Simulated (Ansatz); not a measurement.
# CH6BP: taking an electron away

How much energy removes an electron from CH6BP at fixed geometry? The cation is run at each level and the neutral's energy taken from earlier runs.

Method: unrestricted cation, the program's frozen cores in correlated methods; program: Ansatz 0.2.0, Gaussian basis.

The runs, in order: UKS PBE-D4/def2-TZVPP; UKS r2SCAN-D4/def2-TZVPP; UKS PBE0-D4/def2-TZVPP; UKS B3LYP-D4/def2-TZVPP; UKS wB97X-V/def2-TZVPP; UKS wB97M-V/def2-TZVPP; UKS B2PLYP/def2-TZVPP; UHF-CCSD(T)/def2-TZVPP; UHF-MP2/def2-QZVPP; extrapolation to the limit; then −ε(HOMO) from the neutral's earlier runs with LDA (SPW92), PBE-D4, revPBE-D4, BLYP-D4, r2SCAN-D4, B97M-V, PBE0-D4, B3LYP-D4, r2SCANh-D4, r2SCAN0-D4, HSE06-D4, BHLYP-D4, CAM-B3LYP-D4, LC-ωPBE, ωB97X-V, ωB97M-V.

## 1. The relaxed structure

The geometry comes from an earlier relaxation with PBE0-D4 in a triple-zeta def2 set; it is a stationary point, not always the lowest conformer.

SMILES `CBP`, 9 atoms, charge 0, spin multiplicity 1.

Atoms are counted from 1 here; the program's logs count them from 0.

Bond lengths: C1–B2 1.557 Å, C1–H4 1.096 Å, C1–H5 1.099 Å, C1–H6 1.091 Å, B2–P3 1.878 Å, B2–H7 1.199 Å, P3–H8 1.412 Å, P3–H9 1.413 Å. Angles: B2–C1–H4 111.1°, B2–C1–H5 107.6°, B2–C1–H6 115.8°, H4–C1–H5 104.8°, H4–C1–H6 109.0°, H5–C1–H6 107.9°, C1–B2–P3 123.4°, C1–B2–H7 119.8°, P3–B2–H7 116.4°, B2–P3–H8 102.8°, B2–P3–H9 102.8°, H8–P3–H9 99.2°.

Geometry (Å):

```xyz
9

C    -0.5750    0.9558   -0.6145
B     0.1584   -0.4061   -0.4353
P     0.1989   -1.3518    1.1867
H    -1.3095    0.9036   -1.4258
H     0.1680    1.6905   -0.9542
H    -1.0588    1.3554    0.2783
H     0.6251   -0.9627   -1.3894
H     1.4983   -1.9037    1.1943
H     0.3833   -0.3272    2.1427
```

## 2. Cation, UKS PBE-D4/def2-TZVPP

File in.yaml:

```yaml
crystal:
  periodic: [false, false, false]
  atoms:
    - {symbol: C, position_ang: [-0.574951, 0.955773, -0.614470]}
    - {symbol: B, position_ang: [0.158386, -0.406069, -0.435304]}
    - {symbol: P, position_ang: [0.198948, -1.351769, 1.186707]}
    - {symbol: H, position_ang: [-1.309545, 0.903637, -1.425792]}
    - {symbol: H, position_ang: [0.167953, 1.690450, -0.954196]}
    - {symbol: H, position_ang: [-1.058848, 1.355356, 0.278349]}
    - {symbol: H, position_ang: [0.625054, -0.962693, -1.389410]}
    - {symbol: H, position_ang: [1.498297, -1.903715, 1.194263]}
    - {symbol: H, position_ang: [0.383308, -0.327170, 2.142655]}
basis:
  gaussian: {orbitals: def2-TZVPP}
total_charge: 1
magnetization: {spin_polarized: true, initial_magnetization: 1}
hamiltonian: {xc: pbe, dispersion: d4}
```

Started as:

```console
$ ansatz run in.yaml --threads 2 --pin off --events-out ev --progress --plain --max-ram 4352MiB
```

The program printed:

```text
Functional definition: PBE
  name "PBE"
  cite "Perdew, Burke & Ernzerhof, Phys. Rev. Lett. 77, 3865 (1996) doi:10.1103/PhysRevLett.77.3865"
  parent pbe
  parameter kappa = 0.804
  parameter beta = 0.06672455060314922
  exchange = pbe_x(kappa = kappa, mu = beta*pi^2/3)
  correlation = pbe_c(beta = beta)
990 factors; their error is unknown
mean field evaluation 1: about -11065.2445 eV, gradient 6.0e1 eV
mean field evaluation 2: about -10920.3731 eV, gradient 1.3e2 eV
mean field evaluation 4: about -11078.5769 eV, gradient 2.5e1 eV
mean field evaluation 8: about -11083.9835 eV, gradient 4.3e-1 eV
mean field evaluation 16: about -11083.9557 eV, gradient 9.8e-4 eV
mean field -11083.95572279 eV, -407.3278598374 hartree, gradient 3.8e-5 eV, S^2 0.755467; 2 other end points of the search recorded, 0 dependent functions left out
reference -11083.95576217 eV, -407.3278612847 hartree; 16, 15 occupied and 172, 173 virtual orbitals, 990 factors
Total energy: -11084.07091686 eV, -407.3320931414 hartree
```

It took 3.3 s on 2 threads of Intel Xeon Platinum 8375C at 2.90GHz, shared host; peak memory 0.27 GiB.

Less the neutral's -11093.4773 eV (earlier run), this gives 9.406 eV. ⟨S²⟩ = 0.755.

## 3. Cation, UKS r2SCAN-D4/def2-TZVPP

Edit in.yaml of step 2 so:

```diff
@@ -16,2 +16,2 @@
 magnetization: {spin_polarized: true, initial_magnetization: 1}
-hamiltonian: {xc: pbe, dispersion: d4}
+hamiltonian: {xc: r2scan, dispersion: d4}
```

The command is unchanged.

The program printed:

```text
Functional definition: r2SCAN
  name "r2SCAN"
  cite "Furness, Kaplan, Ning, Perdew & Sun, J. Phys. Chem. Lett. 11, 8208 (2020) doi:10.1021/acs.jpclett.0c02405"
  cite "Furness, Kaplan, Ning, Perdew & Sun, J. Phys. Chem. Lett. 11, 9248 (2020) doi:10.1021/acs.jpclett.0c03077"
  parent r2scan
  parameter k0 = 0.174
  parameter k1 = 0.065
  parameter a1 = 4.9479
  exchange = r2scan_x(k0 = k0, k1 = k1, a1 = a1)
  correlation = r2scan_c
990 factors; their error is unknown
mean field evaluation 1: about -11073.8347 eV, gradient 5.5e1 eV
mean field evaluation 2: about -11011.9720 eV, gradient 9.5e1 eV
mean field evaluation 4: about -11088.7671 eV, gradient 9.8e0 eV
mean field evaluation 8: about -11089.3214 eV, gradient 1.8e-1 eV
mean field evaluation 16: about -11089.2946 eV, gradient 6.3e-3 eV
mean field -11089.29458379 eV, -407.5240593606 hartree, gradient 3.6e-5 eV, S^2 0.761173; 1 other end points of the search recorded, 0 dependent functions left out
reference -11089.29459785 eV, -407.5240598772 hartree; 16, 15 occupied and 172, 173 virtual orbitals, 990 factors
Total energy: -11089.32195665 eV, -407.5250652946 hartree
```

Wall time 5.5 s (2 threads of Intel Xeon Platinum 8375C at 2.90GHz, shared host); peak memory 0.29 GiB.

Less the neutral's -11098.7096 eV (earlier run), this gives 9.388 eV. ⟨S²⟩ = 0.761.

## 4. Cation, UKS PBE0-D4/def2-TZVPP

Edit in.yaml of step 3 so:

```diff
@@ -16,2 +16,2 @@
 magnetization: {spin_polarized: true, initial_magnetization: 1}
-hamiltonian: {xc: r2scan, dispersion: d4}
+hamiltonian: {xc: pbe0, dispersion: d4}
```

Same command.

The program printed:

```text
Functional definition: PBE0
  name "PBE0"
  cite "Adamo & Barone, J. Chem. Phys. 110, 6158 (1999) doi:10.1063/1.478522"
  cite "Perdew, Burke & Ernzerhof, Phys. Rev. Lett. 77, 3865 (1996) doi:10.1103/PhysRevLett.77.3865"
  parent pbe
  parameter a = 0.25
  parameter kappa = 0.804
  parameter beta = 0.06672455060314922
  exchange = (1 - a)*pbe_x(kappa = kappa, mu = beta*pi^2/3) + a*exact_x
  correlation = pbe_c(beta = beta)
1003 factors; their error is unknown
mean field evaluation 1: about -11073.0484 eV, gradient 4.9e1 eV
mean field evaluation 2: about -11046.8103 eV, gradient 7.4e1 eV
mean field evaluation 4: about -11085.1026 eV, gradient 5.1e0 eV
mean field evaluation 8: about -11085.2344 eV, gradient 2.1e-1 eV
mean field evaluation 16: about -11085.2265 eV, gradient 3.9e-4 eV
mean field -11085.22645397 eV, -407.3745583469 hartree, gradient 2.9e-5 eV, S^2 0.758435; 0 other end points of the search recorded, 0 dependent functions left out
reference -11085.22648351 eV, -407.3745594327 hartree; 16, 15 occupied and 172, 173 virtual orbitals, 1003 factors
Total energy: -11085.32294114 eV, -407.3781041853 hartree
```

Wall time 3.5 s (2 threads of Intel Xeon Platinum 8375C at 2.90GHz, shared host); peak memory 0.43 GiB.

The neutral molecule at this level: -11094.7809 eV. Difference: 9.458 eV. ⟨S²⟩ = 0.758.

## 5. Cation, UKS B3LYP-D4/def2-TZVPP

Edit in.yaml of step 4 so:

```diff
@@ -16,2 +16,2 @@
 magnetization: {spin_polarized: true, initial_magnetization: 1}
-hamiltonian: {xc: pbe0, dispersion: d4}
+hamiltonian: {xc: {name: B3LYP}, dispersion: d4}
```

Launched as before.

The program printed, shortened:

```text
Functional definition: B3LYP
  name "B3LYP"
  cite "Stephens, Devlin, Chabalowski & Frisch, J. Phys. Chem. 98, 11623 (1994) doi:10.1021/j100096a001"
  cite "Becke, Phys. Rev. A 38, 3098 (1988) doi:10.1103/PhysRevA.38.3098"
  cite "Lee, Yang & Parr, Phys. Rev. B 37, 785 (1988) doi:10.1103/PhysRevB.37.785"
  cite "Vosko, Wilk & Nusair, Can. J. Phys. 58, 1200 (1980) doi:10.1139/p80-159"
[...]
1000 factors; their error is unknown
[...]
mean field -11092.05335070 eV, -407.6254421745 hartree, gradient 3.9e-5 eV, S^2 0.756211; 0 other end points of the search recorded, 0 dependent functions left out
reference -11092.05359614 eV, -407.6254511942 hartree; 16, 15 occupied and 172, 173 virtual orbitals, 1000 factors
Total energy: -11092.24018387 eV, -407.6323081668 hartree
```

Run time: 3.3 s. Hardware: 2 threads of Intel Xeon Platinum 8375C at 2.90GHz, shared host; peak memory 0.43 GiB.

Less the neutral's -11101.7784 eV (earlier run), this gives 9.538 eV. ⟨S²⟩ = 0.756.

## 6. Cation, UKS wB97X-V/def2-TZVPP

Edit in.yaml of step 5 so:

```diff
@@ -16,2 +16,2 @@
 magnetization: {spin_polarized: true, initial_magnetization: 1}
-hamiltonian: {xc: {name: B3LYP}, dispersion: d4}
+hamiltonian: {xc: {name: wB97X-V}}
```

Launched as before.

The program printed, shortened:

```text
Functional definition: wB97X-V
  name "wB97X-V"
  cite "Mardirossian & Head-Gordon, Phys. Chem. Chem. Phys. 16, 9904 (2014) doi:10.1039/C3CP54374A"
  cite "Becke, J. Chem. Phys. 107, 8554 (1997) doi:10.1063/1.475007"
  cite "Vydrov & Van Voorhis, J. Chem. Phys. 133, 244103 (2010) doi:10.1063/1.3521275"
[...]
      + integral(e_c_pw_opposite_spin*poly(b97_u_opposite, cos0, cos1)) + vv10(b, c)
995 factors; their error is unknown
256 factors; integrals over basis functions are off by at most 1.2e-5 eV
[...]
mean field -11089.17798508 eV, -407.5197744370 hartree, gradient 5.2e-5 eV, S^2 0.756607; 0 other end points of the search recorded, 0 dependent functions left out
reference -11089.17798342 eV, -407.5197743758 hartree; 16, 15 occupied and 172, 173 virtual orbitals, 995 factors
Total energy: -11089.17798342 eV, -407.5197743758 hartree
```

Run time: 10 s. Hardware: 2 threads of Intel Xeon Platinum 8375C at 2.90GHz, shared host; peak memory 0.58 GiB.

Less the neutral's -11098.7043 eV (earlier run), this gives 9.526 eV. ⟨S²⟩ = 0.757.

## 7. Cation, UKS wB97M-V/def2-TZVPP

Edit in.yaml of step 6 so:

```diff
@@ -16,2 +16,2 @@
 magnetization: {spin_polarized: true, initial_magnetization: 1}
-hamiltonian: {xc: {name: wB97X-V}}
+hamiltonian: {xc: {name: wB97M-V}}
```

The command is unchanged.

The program printed, shortened:

```text
Functional definition: wB97M-V
  name "wB97M-V"
  cite "Mardirossian & Head-Gordon, J. Chem. Phys. 144, 214110 (2016) doi:10.1063/1.4952647"
  cite "Becke, J. Chem. Phys. 107, 8554 (1997) doi:10.1063/1.475007"
  cite "Vydrov & Van Voorhis, J. Chem. Phys. 133, 244103 (2010) doi:10.1063/1.3521275"
  # Of w^i u^j: cxij and so on, Table III.
[...]
  gx(w, u) = 1 - cx + cx01*u + cx10*w
  gss(w, u) = css00 + css04*u^4 + css10*w + css20*w^2 + css43*w^4*u^3
  gos(w, u) = cos00 + cos10*w + (cos20 + cos21*u)*w^2 + (cos60 + cos61*u)*w^6
[...]
      + integral(e_c_pw_mod_opposite_spin*gos(b97_w_opposite, b97_u_opposite)) + vv10(b, c)
990 factors; their error is unknown
256 factors; integrals over basis functions are off by at most 1.2e-5 eV
[...]
mean field -11089.08047305 eV, -407.5161909358 hartree, gradient 5.3e-5 eV, S^2 0.754302; 0 other end points of the search recorded, 0 dependent functions left out
reference -11089.08052042 eV, -407.5161926766 hartree; 16, 15 occupied and 172, 173 virtual orbitals, 990 factors
Total energy: -11089.08052042 eV, -407.5161926766 hartree
```

Run time: 10 s. Hardware: 2 threads of Intel Xeon Platinum 8375C at 2.90GHz, shared host; peak memory 0.62 GiB.

The neutral molecule at this level: -11098.6310 eV. Difference: 9.550 eV. ⟨S²⟩ = 0.754.

## 8. Cation, UKS B2PLYP (frozen core)/def2-TZVPP

Edit in.yaml of step 7 so:

```diff
@@ -16,2 +16,2 @@
 magnetization: {spin_polarized: true, initial_magnetization: 1}
-hamiltonian: {xc: {name: wB97M-V}}
+hamiltonian: {xc: {name: B2PLYP}}
```

The command is unchanged.

The program printed, shortened:

```text
Functional definition: B2PLYP
  name "B2PLYP"
  cite "Grimme, J. Chem. Phys. 124, 034108 (2006) doi:10.1063/1.2148954"
  cite "Becke, Phys. Rev. A 38, 3098 (1988) doi:10.1103/PhysRevA.38.3098"
  cite "Lee, Yang & Parr, Phys. Rev. B 37, 785 (1988) doi:10.1103/PhysRevB.37.785"
[...]
1077 factors; integrals over basis functions are off by at most 8.3e-4 eV
[...]
mean field -11082.24923735 eV, -407.2651476542 hartree, gradient 9.8e-6 eV, S^2 0.760244; 2 other end points of the search recorded, 0 dependent functions left out
7 core orbitals not correlated: weight in the atoms' cores, before any rotation towards them, 1.000 or more for the frozen orbitals, at most 0.000 for the correlated occupied ones
reference -11082.24939292 eV, -407.2651533713 hartree; 9, 8 occupied and 172, 173 virtual orbitals, 1077 factors
second order -13.34211226 eV of doubles, -0.00000000 eV of singles
Total energy: -11085.85176323 eV, -407.3975380385 hartree
```

Run time: 6.5 s. Hardware: 2 threads of Intel Xeon Platinum 8375C at 2.90GHz, shared host; peak memory 0.47 GiB.

The neutral molecule at this level: -11095.3183 eV. Difference: 9.467 eV. ⟨S²⟩ = 0.760.

## 9. Cation, UHF-CCSD(T)/def2-TZVPP

Edit in.yaml of step 8 so:

```diff
@@ -16,2 +16,3 @@
 magnetization: {spin_polarized: true, initial_magnetization: 1}
-hamiltonian: {xc: {name: B2PLYP}}
+correlation: {method: ccsd_t}
+scf: {omitted_lower_state_checks: [cluster_reference]}
```

Same command.

The program printed, shortened:

```text
Functional definition: HF
  name "HF"
  cite "Fock, Z. Phys. 61, 126 (1930) doi:10.1007/BF01340294"
  parent pbe
[...]
1077 factors; integrals over basis functions are off by at most 8.3e-4 eV
[...]
mean field -11061.49333705 eV, -406.5023823872 hartree, gradient 1.8e-6 eV, S^2 0.766896; 0 other end points of the search recorded, 0 dependent functions left out
7 core orbitals not correlated: weight in the atoms' cores, before any rotation towards them, 1.000 or more for the frozen orbitals, at most 0.000 for the correlated occupied ones
reference -11061.49333705 eV, -406.5023823872 hartree; 9, 8 occupied and 172, 173 virtual orbitals, 1077 factors
second order -10.83353962 eV of doubles, -0.00000000 eV of singles
cycle   1  -11.77128963 eV  change   -9.4e-1 eV  update   8.0e-2
[...]
cycle  13  -12.20006213 eV  change   -8.2e-6 eV  update   1.2e-5
perturbative correction -0.45276275 eV, -0.0166387243 hartree
Total energy: -11074.14616194 eV, -406.9673651254 hartree
Checks for a lower state left out: cluster_reference
```

It took 4.8 min on 2 threads of Intel Xeon Platinum 8375C at 2.90GHz, shared host; peak memory 1.9 GiB.

Less the neutral's -11083.6869 eV (earlier run), this gives 9.541 eV. ⟨S²⟩ = 0.767. T1 = 0.018 (report).

## 10. Cation, UHF-MP2/def2-QZVPP

Edit in.yaml of step 9 so:

```diff
@@ -13,6 +13,6 @@
 basis:
-  gaussian: {orbitals: def2-TZVPP}
+  gaussian: {orbitals: "def2-QZVPP.json"}
 total_charge: 1
 magnetization: {spin_polarized: true, initial_magnetization: 1}
-correlation: {method: ccsd_t}
+correlation: {method: mp2}
 scf: {omitted_lower_state_checks: [cluster_reference]}
```

Launched as before.

The program printed:

```text
Functional definition: HF
  name "HF"
  cite "Fock, Z. Phys. 61, 126 (1930) doi:10.1007/BF01340294"
  parent pbe
  exchange = exact_x
  correlation = 0
these checks for a lower state are left out or cut short: cluster_reference
2140 factors; integrals over basis functions are off by at most 7.6e-4 eV
mean field evaluation 1: about -11056.3400 eV, gradient 3.1e1 eV
mean field evaluation 2: about -11056.3411 eV, gradient 3.1e1 eV
mean field evaluation 4: about -11061.7127 eV, gradient 2.8e0 eV
mean field evaluation 8: about -11061.8492 eV, gradient 1.7e-1 eV
mean field -11061.85059679 eV, -406.5155114404 hartree, gradient 5.0e-6 eV, S^2 0.767189; 0 other end points of the search recorded, 0 dependent functions left out
7 core orbitals not correlated: weight in the atoms' cores, before any rotation towards them, 1.000 or more for the frozen orbitals, at most 0.000 for the correlated occupied ones
reference -11061.85059679 eV, -406.5155114404 hartree; 9, 8 occupied and 348, 349 virtual orbitals, 2140 factors
second order -11.56784103 eV of doubles, -0.00000000 eV of singles
Total energy: -11073.41843782 eV, -406.9406217572 hartree
Checks for a lower state left out: cluster_reference
```

It took 15 s on 2 threads of Intel Xeon Platinum 8375C at 2.90GHz, shared host; peak memory 1.6 GiB.

The neutral molecule at this level: -11083.0100 eV. Difference: 9.592 eV. ⟨S²⟩ = 0.767.

## 11. Extrapolating to the complete basis

This step is arithmetic on the last runs, with X = 3 and 4: exp(−7.88√X) for Hartree-Fock, X^−2.97 for correlation; only MP2 was run in the larger set, so CCSD(T) minus MP2 is added from the smaller one.

| level | energy at the limit (eV) |
| --- | --- |
| HF | -11061.8998 |
| MP2 | -11074.0116 |
| CCSD | -11075.3781 |
| CCSD(T) | -11075.8309 |

The neutral's limit, from its own earlier runs, is -11085.4944 eV in the additive form (MP2 limit plus CCSD(T) minus MP2 in triple zeta), in which the cation has -11075.8309 eV.

## 12. The ladder

Differences are taken before rounding.

| method | ionisation energy (eV) | from CCSD(T)/CBS (eV) | time |
| --- | --- | --- | --- |
| PBE-D4 | 9.41 | -0.26 | 5.8 s |
| r2SCAN-D4 | 9.39 | -0.28 | 8.9 s |
| PBE0-D4 | 9.46 | -0.21 | 5.7 s |
| B3LYP-D4 | 9.54 | -0.13 | 6.2 s |
| ωB97X-V | 9.53 | -0.14 | 16 s |
| ωB97M-V | 9.55 | -0.11 | 17 s |
| B2PLYP | 9.47 | -0.20 | 9.7 s |
| HF/def2-TZVPP | 8.40 | -1.27 |  |
| MP2/def2-TZVPP | 9.52 | -0.14 |  |
| CCSD/def2-TZVPP | 9.47 | -0.19 |  |
| CCSD(T)/def2-TZVPP | 9.54 | -0.12 | 5.1 min |
| CCSD(T)/CBS | 9.66 | 0 | 5.6 min |

Among the levels timed on like hardware and quicker than the yardstick, those that no quicker one beats, quickest first: PBE0-D4 (5.7 s, -0.21 eV); B3LYP-D4 (6.2 s, -0.13 eV); ωB97M-V (17 s, -0.11 eV).

Times add the cation's run and the neutral's; HF, MP2 and CCSD come out of the CCSD(T) runs.

For comparison, −ε(HOMO) of the neutral from earlier runs:

| functional | −ε(HOMO) (eV) | by energy difference (eV) |
| --- | --- | --- |
| LDA (SPW92) | 6.31 |  |
| PBE-D4 | 6.21 | 9.41 |
| revPBE-D4 | 6.16 |  |
| BLYP-D4 | 6.05 |  |
| r2SCAN-D4 | 6.42 | 9.39 |
| B97M-V | 6.50 |  |
| PBE0-D4 | 7.27 | 9.46 |
| B3LYP-D4 | 7.06 | 9.54 |
| r2SCANh-D4 | 6.81 |  |
| r2SCAN0-D4 | 7.41 |  |
| HSE06-D4 | 6.88 |  |
| BHLYP-D4 | 8.21 |  |
| CAM-B3LYP-D4 | 8.54 |  |
| LC-ωPBE | 9.88 |  |
| ωB97X-V | 9.54 | 9.53 |
| ωB97M-V | 9.39 | 9.55 |

## 13. Summary of results

| quantity | value |
| --- | --- |
| ionisation energy, CCSD(T)/CBS | 9.66 eV |
| nearest functional by difference | ωB97M-V (-0.11 eV) |
| nearest −ε(HOMO) | ωB97X-V (-0.12 eV) |
| −ε(HOMO) of PBE | 6.21 eV |
| T1 of the cation | 0.018 |

In words: Energy differences with functionals land within 0.28 eV of the reference. −ε(HOMO) of PBE misses by 3.5 eV, since self-interaction lifts the level. Among orbital estimates ωB97X-V comes nearest. Hartree-Fock falls 1.27 eV short, as the neutral has more correlation energy than the cation. The cation may have settled in a state other than its lowest; no search over hole states beyond the program's own was made.

For cost: ωB97M-V gets within 0.11 eV in 17 s, where CCSD(T)/CBS took 5.6 min; the quickest level in the cost chart, PBE0-D4, takes 5.7 s and misses by 0.21 eV.
